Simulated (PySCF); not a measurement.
A structure optimised at B3LYP-D3(BJ)/def2-SVP, used in a PySCF frequency run:

```xyz
12

C      1.4760     0.5819     0.3914
C      0.6578    -0.5925    -0.1373
O     -0.5803    -0.2200    -0.7011
C     -1.5651     0.1462     0.2265
H      2.4657     0.2360     0.7306
H      1.6233     1.3328    -0.4007
H      0.9877     1.0767     1.2457
H      1.2132    -1.0977    -0.9440
H      0.5019    -1.3406     0.6691
H     -1.3183     1.0746     0.7783
H     -1.7452    -0.6536     0.9749
H     -2.4988     0.3185    -0.3289
```
Charge 0, spin multiplicity 1.

Problem. Write its SMILES and formula.

Solution. CCOC, C3H8O

Problem. What are its rotational constants (standard atomic weights)?

Solution. 16.105, 5.1209, 4.4731 GHz
